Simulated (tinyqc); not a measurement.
Worked calculation (part 2 of 2): MP2 on RHF in the sto-6g basis, frozen core, for BH3, spin multiplicity 1. Computed by tinyqc, a small Python program that keeps every step (integrals from PySCF). Command: `OMP_NUM_THREADS=1 python tinyqc.py 23754 23755 out.jsonl` (the two numbers bound the seeds that draw the settings). One thread of a shared host (Intel(R) Xeon(R) Processor @ 2.60GHz), about 0.2 s of CPU time with the checks.

Geometry (angstrom):
```
atom          x          y         z
B      0.000000   0.000000  0.040000
H      1.241000   0.000000  0.000000
H     -0.621000   1.075000  0.000000
H     -0.621000  -1.075000  0.000000
```

## Iteration 7 (converged): orbitals

converged F (hartree):
```
            1B 1s      1B 2s     1B 2px     1B 2py     1B 2pz      2H 1s      3H 1s      4H 1s
1B 1s   -7.525372  -2.112718  -0.000004   0.000000  -0.000699  -0.496797  -0.496269  -0.496269
1B 2s   -2.112718  -1.037327  -0.000075   0.000000   0.009418  -0.530631  -0.530309  -0.530309
1B 2px  -0.000004  -0.000075  -0.179271   0.000000   0.000006  -0.386725   0.193372   0.193372
1B 2py   0.000000   0.000000   0.000000  -0.179030   0.000000   0.000000  -0.334783   0.334783
1B 2pz  -0.000699   0.009418   0.000006   0.000000   0.236534   0.009391   0.009382   0.009382
2H 1s   -0.496797  -0.530631  -0.386725   0.000000   0.009391  -0.374990  -0.134111  -0.134111
3H 1s   -0.496269  -0.530309   0.193372  -0.334783   0.009382  -0.134111  -0.374673  -0.134086
4H 1s   -0.496269  -0.530309   0.193372   0.334783   0.009382  -0.134111  -0.134086  -0.374673
```

X:
```
            1B 1s      1B 2s     1B 2px     1B 2py     1B 2pz      2H 1s      3H 1s      4H 1s
1B 1s    1.031671  -0.171999  -0.000001   0.000000   0.001092   0.024407   0.024407   0.024407
1B 2s   -0.171999   1.375437   0.000101   0.000000  -0.011430  -0.315431  -0.315157  -0.315157
1B 2px  -0.000001   0.000101   1.186933   0.000000  -0.000004  -0.335509   0.167711   0.167711
1B 2py   0.000000   0.000000   0.000000   1.186663   0.000000   0.000000  -0.290280   0.290280
1B 2pz   0.001092  -0.011430  -0.000004   0.000000   1.000376   0.010412   0.010401   0.010401
2H 1s    0.024407  -0.315431  -0.335509   0.000000   0.010412   1.238164  -0.015932  -0.015932
3H 1s    0.024407  -0.315157   0.167711  -0.290280   0.010401  -0.015932   1.237847  -0.015875
4H 1s    0.024407  -0.315157   0.167711   0.290280   0.010401  -0.015932  -0.015875   1.237847
```

Diagonalise F' = X^T F X, C = X C', fill 4 alpha and 4 beta electrons from the bottom; D = 2 C_occ C_occ^T. Each column has its largest component positive (the first on a tie).

F' = X^T F X (hartree):
```
           1          2          3          4          5          6          7          8
1  -7.353286  -1.113899   0.000019   0.000000   0.000171  -0.065140  -0.064961  -0.064961
2  -1.113899  -0.158779   0.000038   0.000000  -0.007112  -0.383489  -0.383244  -0.383244
3   0.000019   0.000038   0.168776   0.000000   0.000000  -0.468243   0.234113   0.234113
4   0.000000   0.000000   0.000000   0.168634   0.000000   0.000000  -0.405264   0.405264
5   0.000171  -0.007112   0.000000   0.000000   0.237125   0.011617   0.011605   0.011605
6  -0.065140  -0.383489  -0.468243   0.000000   0.011617   0.040291  -0.038926  -0.038926
7  -0.064961  -0.383244   0.234113  -0.405264   0.011605  -0.038926   0.040184  -0.038836
8  -0.064961  -0.383244   0.234113   0.405264   0.011605  -0.038926  -0.038836   0.040184
```

orbital energies (hartree): MO1 -7.527768, MO2 -0.650743, MO3 -0.451223, MO4 -0.451052, MO5 0.236301, MO6 0.629696, MO7 0.698706, MO8 0.699211

coefficients C:
```
              MO1        MO2        MO3        MO4        MO5        MO6        MO7        MO8
1B 1s    0.994352  -0.217122   0.000044   0.000000  -0.013157  -0.244264   0.000000  -0.000406
1B 2s    0.023528   0.570802  -0.000205   0.000000   0.061488   1.374602   0.000000   0.002559
1B 2px   0.000002   0.000140   0.504325   0.000000   0.000004  -0.001850   0.000000   1.150341
1B 2py   0.000000   0.000000   0.000000   0.504354   0.000000   0.000000   1.149923   0.000000
1B 2pz  -0.000103  -0.005780  -0.000003   0.000000   0.998185  -0.069299   0.000000  -0.000126
2H 1s   -0.004052   0.281416   0.523738   0.000000  -0.021095  -0.709618   0.000000  -0.942767
3H 1s   -0.004050   0.281121  -0.262050   0.453734  -0.021094  -0.711618  -0.815044   0.469527
4H 1s   -0.004050   0.281121  -0.262050  -0.453734  -0.021094  -0.711618   0.815044   0.469527
```

D after iteration 7:
```
            1B 1s      1B 2s     1B 2px     1B 2py     1B 2pz      2H 1s      3H 1s      4H 1s
1B 1s    2.071757  -0.201077  -0.000013   0.000000   0.002305  -0.130215  -0.130153  -0.130153
1B 2s   -0.201077   0.652738  -0.000047   0.000000  -0.006603   0.320861   0.320845   0.320845
1B 2px  -0.000013  -0.000047   0.508687   0.000000  -0.000005   0.528347  -0.264238  -0.264238
1B 2py   0.000000   0.000000   0.000000   0.508745   0.000000   0.000000   0.457685  -0.457685
1B 2pz   0.002305  -0.006603  -0.000005   0.000000   0.000067  -0.003255  -0.003247  -0.003247
2H 1s   -0.130215   0.320861   0.528347   0.000000  -0.003255   0.707027  -0.116234  -0.116234
3H 1s   -0.130153   0.320845  -0.264238   0.457685  -0.003247  -0.116234   0.707180  -0.116319
4H 1s   -0.130153   0.320845  -0.264238  -0.457685  -0.003247  -0.116234  -0.116319   0.707180
```

## Convergence

Stop when the energy changes by less than 1e-10 hartree and every element of the error matrix X^T (F D S - S D F) X is below 3e-06.

Course of the cycle:
```
iteration   E (hartree)     change  largest element of the error matrix
1          -26.17107746          -                             3.05e-01
2          -26.31470108  -1.44e-01                             4.39e-02
3          -26.31705617  -2.36e-03                             6.16e-03
4          -26.31717679  -1.21e-04                             1.19e-03
5          -26.31718015  -3.36e-06                             2.56e-05
6          -26.31718015  -1.38e-09                             1.10e-06
7          -26.31718015  -1.36e-12                             2.83e-08
```

PySCF RHF in the same basis = -26.31718015 hartree

Converged in 7 iterations.

## Populations, bond orders and dipole

overlap S:
```
           1B 1s     1B 2s     1B 2px     1B 2py     1B 2pz      2H 1s      3H 1s      4H 1s
1B 1s   1.000000  0.264891   0.000000   0.000000   0.000000   0.061509   0.061442   0.061442
1B 2s   0.264891  1.000000   0.000000   0.000000   0.000000   0.449913   0.449674   0.449674
1B 2px  0.000000  0.000000   1.000000   0.000000   0.000000   0.470247  -0.235138  -0.235138
1B 2py  0.000000  0.000000   0.000000   1.000000   0.000000   0.000000   0.407043  -0.407043
1B 2pz  0.000000  0.000000   0.000000   0.000000   1.000000  -0.015157  -0.015146  -0.015146
2H 1s   0.061509  0.449913   0.470247   0.000000  -0.015157   1.000000   0.094026   0.094026
3H 1s   0.061442  0.449674  -0.235138   0.407043  -0.015146   0.094026   1.000000   0.094032
4H 1s   0.061442  0.449674  -0.235138  -0.407043  -0.015146   0.094026   0.094032   1.000000
```

Mulliken: Z minus the diagonal of D S on the atom; Loewdin: the same with S^(1/2) D S^(1/2); Mayer order: 2 sum_s sum (D(s) S)_ij (D(s) S)_ji over the two atoms.

Charges (e):
```
atom   Mulliken    Loewdin
1B     0.210164   0.189014
2H    -0.070022  -0.062967
3H    -0.070071  -0.063024
4H    -0.070071  -0.063024
```

Mayer bond orders:
```
pair     order
2-1   0.990380
3-1   0.990371
3-2   0.002358
4-1   0.990371
4-2   0.002358
4-3   0.002361
```

dipole moment about the origin, x y z (debye): 0.000620  0.000000  0.117678

## Integrals over molecular orbitals

core Hamiltonian H = T + V (hartree):
```
             1B 1s      1B 2s     1B 2px     1B 2py     1B 2pz      2H 1s      3H 1s      4H 1s
1B 1s   -13.722722  -3.416663  -0.000006   0.000000   0.001733  -0.799273  -0.798411  -0.798411
1B 2s    -3.416663  -4.616719  -0.000019   0.000000   0.014713  -1.873787  -1.872583  -1.872583
1B 2px   -0.000006  -0.000019  -3.922077   0.000000   0.000002  -1.722189   0.861074   0.861074
1B 2py    0.000000   0.000000   0.000000  -3.921904   0.000000   0.000000  -1.490567   1.490567
1B 2pz    0.001733   0.014713   0.000002   0.000000  -3.754134   0.058331   0.058282   0.058282
2H 1s    -0.799273  -1.873787  -1.722189   0.000000   0.058331  -3.069359  -0.402042  -0.402042
3H 1s    -0.798411  -1.872583   0.861074  -1.490567   0.058282  -0.402042  -3.068602  -0.401995
4H 1s    -0.798411  -1.872583   0.861074   1.490567   0.058282  -0.402042  -0.401995  -3.068602
```

Given earlier and not repeated: Two-electron integrals (ij|kl) in chemists' order.

(pq|rs) = sum C_ip C_jq C_kr C_ls (ij|kl), one index at a time.

one-electron integrals over orbitals h = C^T H C (hartree):
```
            1          2          3          4          5          6          7          8
1  -13.710393   0.295809  -0.000064   0.000000   0.020077   0.316551   0.000000   0.000531
2    0.295809  -3.735186  -0.000084   0.000000  -0.013877  -0.633102   0.000000  -0.001146
3   -0.000064  -0.000084  -3.460395   0.000000   0.000014   0.001364   0.000000  -0.632268
4    0.000000   0.000000   0.000000  -3.460021   0.000000   0.000000  -0.632262   0.000000
5    0.020077  -0.013877   0.000014   0.000000  -3.752347   0.033878   0.000000   0.000053
6    0.316551  -0.633102   0.001364   0.000000   0.033878  -2.973736   0.000000   0.000314
7    0.000000   0.000000   0.000000  -0.632262   0.000000   0.000000  -3.140794   0.000000
8    0.000531  -0.001146  -0.632268   0.000000   0.000053   0.000314   0.000000  -3.140688
```

Two-electron integrals over orbitals (pq|rs), unique and non-zero (hartree); the lowest 1 orbital is frozen and left out:
```
(22|22) 0.436863    (32|22) 0.000094    (32|32) 0.119545    (33|22) 0.431433
(33|32) 0.063841    (33|33) 0.484202    (42|42) 0.119428    (43|42) -0.063917
(43|43) 0.049691    (44|22) 0.431311    (44|32) -0.063909   (44|33) 0.385038
(44|44) 0.484251    (52|22) -0.001082   (52|32) -7.47e-07   (52|33) -0.000864
(52|44) -0.000863   (52|52) 0.068356    (53|22) -2.03e-06   (53|32) -0.001631
(53|33) -0.001623   (53|44) 0.001624    (53|52) -0.000011   (53|53) 0.017162
(54|42) -0.001629   (54|43) 0.001625    (54|54) 0.017158    (55|22) 0.458781
(55|32) 0.000015    (55|33) 0.427646    (55|44) 0.427605    (55|52) 0.010605
(55|53) -4.69e-06   (55|55) 0.587316    (62|22) 0.044519    (62|32) -0.000022
(62|33) 0.022269    (62|44) 0.022226    (62|52) -0.000359   (62|53) -4.01e-06
(62|55) 0.110800    (62|62) 0.072662    (63|22) -0.000143   (63|32) -0.043184
(63|33) -0.041153   (63|44) 0.041051    (63|52) -0.000007   (63|53) 0.001880
(63|55) -0.000222   (63|62) -0.000194   (63|63) 0.060197    (64|42) -0.043288
(64|43) 0.041207    (64|54) 0.001885    (64|64) 0.060392    (65|22) -0.003922
(65|32) -0.000009   (65|33) -0.001712   (65|44) -0.001702   (65|52) 0.064245
(65|53) -0.000044   (65|55) 0.000608    (65|62) -0.006716   (65|63) 0.000009
(65|65) 0.066363    (66|22) 0.433566    (66|32) -0.000337   (66|33) 0.431459
(66|44) 0.431805    (66|52) -0.007076   (66|53) 0.000008    (66|55) 0.455393
(66|62) 0.030527    (66|63) 0.000068    (66|65) -0.009066   (66|66) 0.451141
(72|42) -0.002559   (72|43) 0.024077    (72|54) 0.002472    (72|64) 0.046265
(72|72) 0.048901    (73|42) 0.049843    (73|43) -0.023854   (73|54) -0.001346
(73|64) -0.030756   (73|72) -0.010098   (73|73) 0.035142    (74|22) 0.047749
(74|32) 0.049866    (74|33) 0.053038    (74|44) 0.005409    (74|52) 0.004248
(74|53) -0.001347   (74|55) 0.100124    (74|62) 0.069514    (74|63) -0.030790
(74|65) -0.001854   (74|66) 0.028761    (74|74) 0.105941    (75|42) 0.005621
(75|43) -0.002760   (75|54) 0.016182    (75|64) -0.002216   (75|72) 0.000713
(75|73) 0.002367    (75|75) 0.020562    (76|42) 0.107986    (76|43) -0.058179
(76|54) -0.002118   (76|64) -0.045708   (76|72) -0.007586   (76|73) 0.051606
(76|75) 0.004960    (76|76) 0.110701    (77|22) 0.451829    (77|32) -0.029190
(77|33) 0.415350    (77|44) 0.482015    (77|52) 0.001771    (77|53) 0.001612
(77|55) 0.474053    (77|62) 0.048870    (77|63) 0.036811    (77|65) -0.001202
(77|66) 0.459422    (77|74) 0.044748    (77|77) 0.521962    (82|22) 0.000070
(82|32) -0.002617   (82|33) -0.024046   (82|44) 0.024121    (82|52) 1.77e-06
(82|53) 0.002473    (82|55) 0.000201    (82|62) 0.000077    (82|63) 0.046247
(82|65) -0.000013   (82|66) 0.000066    (82|74) -0.009974   (82|77) 0.030231
(82|82) 0.048908    (83|22) 0.047677    (83|32) -0.049916   (83|33) 0.005408
(83|44) 0.053118    (83|52) 0.004249    (83|53) 0.001345    (83|55) 0.100116
(83|62) 0.069504    (83|63) 0.030567    (83|65) -0.001845   (83|66) 0.029086
(83|74) 0.039072    (83|77) 0.067078    (83|82) 0.010299    (83|83) 0.106010
(84|42) 0.049763    (84|43) -0.023778   (84|54) -0.001342   (84|64) -0.030647
(84|72) -0.010011   (84|73) 0.031642    (84|75) 0.002363    (84|76) 0.051524
(84|84) 0.035029    (85|22) -2.32e-06   (85|32) 0.005625    (85|33) 0.002752
(85|44) -0.002761   (85|52) 0.000114    (85|53) 0.016183    (85|55) 2.26e-06
(85|62) -0.000013   (85|63) -0.002210   (85|65) 0.000077    (85|66) -0.000031
(85|74) 0.002365    (85|77) -0.001015   (85|82) 0.000711    (85|83) -0.002373
(85|85) 0.020563    (86|22) 0.000054    (86|32) 0.107951    (86|33) 0.057937
(86|44) -0.058062   (86|52) -0.000016   (86|53) -0.002114   (86|55) -0.000016
(86|62) -0.000042   (86|63) -0.045450   (86|65) -0.000022   (86|66) -0.000361
(86|74) 0.051531    (86|77) -0.029848   (86|82) -0.007536   (86|83) -0.051672
(86|85) 0.004958    (86|86) 0.110523    (87|42) -0.029006   (87|43) 0.033282
(87|54) 0.001610    (87|64) 0.036901    (87|72) 0.030131    (87|73) -0.011073
(87|75) -0.001005   (87|76) -0.029741   (87|84) -0.011003   (87|87) 0.034304
(88|22) 0.451905    (88|32) 0.029570    (88|33) 0.482237    (88|44) 0.415133
(88|52) 0.001771    (88|53) -0.001622   (88|55) 0.474094    (88|62) 0.048942
(88|63) -0.037210   (88|65) -0.001205   (88|66) 0.459265    (88|74) 0.067212
(88|77) 0.453113    (88|82) -0.030087   (88|83) 0.044542    (88|85) 0.001028
(88|86) 0.030132    (88|88) 0.522233
```

## Second-order Moller-Plesset energy

Hartree-Fock energy = -26.31718015 hartree

E2 = sum_ijab (ia|jb) [2 (ia|jb) - (ib|ja)] / (e_i + e_j - e_a - e_b) over occupied i, j and virtual a, b; the opposite-spin part is (ia|jb)^2 / denominator, the rest is same-spin, and SCS-MP2 scales them by 6/5 and 1/3.

Terms (the 40 largest of 74):
```
i  j  a  b    (ia|jb)    (ib|ja)  denominator       term
3  3  8  8   0.106010   0.106010    -2.300868  -0.004884
4  4  7  7   0.105941   0.105941    -2.299517  -0.004881
2  4  6  7   0.069514   0.046265    -2.430197  -0.002653
4  2  7  6   0.069514   0.046265    -2.430197  -0.002653
2  3  6  8   0.069504   0.046247    -2.430873  -0.002652
3  2  8  6   0.069504   0.046247    -2.430873  -0.002652
2  2  5  5   0.068356   0.068356    -1.774088  -0.002634
2  2  6  6   0.072662   0.072662    -2.560878  -0.002062
4  4  6  6   0.060392   0.060392    -2.161497  -0.001687
3  3  6  6   0.060197   0.060197    -2.161838  -0.001676
2  2  7  7   0.048901   0.048901    -2.698898  -0.000886
2  2  8  8   0.048908   0.048908    -2.699907  -0.000886
4  3  7  8   0.039072   0.031642    -2.300192  -0.000790
3  4  8  7   0.039072   0.031642    -2.300192  -0.000790
3  3  7  7   0.035142   0.035142    -2.299859  -0.000537
4  4  8  8   0.035029   0.035029    -2.300526  -0.000533
4  2  6  7   0.046265   0.069514    -2.430197  -0.000438
2  4  7  6   0.046265   0.069514    -2.430197  -0.000438
2  3  8  6   0.046247   0.069504    -2.430873  -0.000437
3  2  6  8   0.046247   0.069504    -2.430873  -0.000437
3  4  6  7  -0.030790  -0.030756    -2.230678  -0.000425
4  3  7  6  -0.030790  -0.030756    -2.230678  -0.000425
4  3  6  7  -0.030756  -0.030790    -2.230678  -0.000424
3  4  7  6  -0.030756  -0.030790    -2.230678  -0.000424
4  4  8  6  -0.030647  -0.030647    -2.231011  -0.000421
4  4  6  8  -0.030647  -0.030647    -2.231011  -0.000421
3  3  8  6   0.030567   0.030567    -2.231353  -0.000419
3  3  6  8   0.030567   0.030567    -2.231353  -0.000419
3  4  7  8   0.031642   0.039072    -2.300192  -0.000333
4  3  8  7   0.031642   0.039072    -2.300192  -0.000333
3  3  5  5   0.017162   0.017162    -1.375049  -0.000214
4  4  5  5   0.017158   0.017158    -1.374707  -0.000214
2  3  8  8   0.010299   0.010299    -2.500387  -0.000042
3  2  8  8   0.010299   0.010299    -2.500387  -0.000042
3  2  7  7  -0.010098  -0.010098    -2.499379  -0.000041
2  3  7  7  -0.010098  -0.010098    -2.499379  -0.000041
4  2  8  7  -0.010011  -0.009974    -2.499712  -0.000040
2  4  7  8  -0.010011  -0.009974    -2.499712  -0.000040
2  4  8  7  -0.009974  -0.010011    -2.499712  -0.000040
4  2  7  8  -0.009974  -0.010011    -2.499712  -0.000040
```

Pair energies (hartree; pair i-j sums ij and ji):
```
pair  opposite spin  same spin
2-2       -0.006468          0
3-2       -0.005924  -0.000448
3-3       -0.008155          0
4-2       -0.005922  -0.000448
4-3       -0.003900  -0.000048
4-4       -0.008164          0
```

MP2 correlation energy = -0.03947667 hartree

SCS-MP2 correlation energy = -0.04655386 hartree

MP2 total energy = -26.35665682 hartree
